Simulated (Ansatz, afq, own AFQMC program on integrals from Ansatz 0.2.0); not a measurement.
AlH, singlet in cc-pVTZ, levels against full CI

```xyz
2

Al    0.0000    0.0000    0.0000
H     0.0000    0.0000    1.8210
```

Basis cc-pVTZ. Noble-gas cores (and the filled d shells of Ga–Kr and In–Xe) are frozen. Integrals, coupled cluster, full CI and functionals: Ansatz 0.2.0; the random walks run on the same integrals in our own AFQMC program. The CISD trial takes its coefficients from CCSD amplitudes. Released means that phaseless walkers are propagated on without the constraint, phases kept. Free projection: walkers drawn from exp(T), propagated without any constraint. Its projection time is finite, and what remains of the start isn't in its error. ± is one standard error of the sampling.

Determinant: RHF, the one that the program's search chose, which needn't be the lowest solution. The geometry is a point of a scan.

Full CI on the same integrals is exact in this basis and with this determinant's frozen core.

Cautions: restricted determinant unstable towards unrestricted (UHF 4 meV lower, ⟨S²⟩ 0.10); the ph-AFQMC/HF walk drifts between its halves (2.3 errors).

The T1 diagnostic is 0.0140 and the weight of the determinant in the CISD state is 0.912. The size of the correlated space is 4 electrons in 43 orbitals.

```
  level  correlation energy (eV)
    MP2                  -1.6878
   CCSD                  -2.2528
CCSD(T)                  -2.2943
```

**Question.** Estimate where free-projection AFQMC lies against CCSD(T) on the same integrals.

**Answer.** 0.31 ± 0.01 kcal/mol below CCSD(T).

Reference: full CI, correlation energy -2.307 eV. The released energy is read at 2.40 1/Eh (meV from the phaseless value at times in 1/Eh: -0.4 ± 1.2 at 0.24, -2.5 ± 1.2 at 0.51, -3.9 ± 0.8 at 0.99, -3.8 ± 0.6 at 1.62, -5.0 ± 0.7 at 2.40).

| level | E − E(reference) (kcal/mol) | share of correlation (%) |
| --- | --- | --- |
| CCSD(T) | 0.30 | 99.43 |
| CCSDT | 0.04 | 99.92 |
| CCSDT(Q) | 0.01 | 99.98 |
| ph-AFQMC/HF | 0.57 ± 0.37 | 98.93 |
| ph-AFQMC/CISD | 0.15 ± 0.03 | 99.72 |
| released AFQMC | 0.03 ± 0.02 | 99.94 |
| free AFQMC | 0.00 ± 0.01 | 100.01 |

CCSDT and higher add their correlation energy to the determinant of the CCSD(T) run, since their own runs factorise the integrals more tightly (a shift of under 2 meV). Free projections are given only where their last times agree within the noise and don't stop above the reference; a slow remainder of the start can still hide under it. A walk keeps the symmetry of its determinant, which the program's search chose and which needn't be the lowest solution, so a lower state of the same spin and another symmetry isn't excluded. Released energies are given only where the last usable release times agree within the noise; a slower fall can still hide under it.
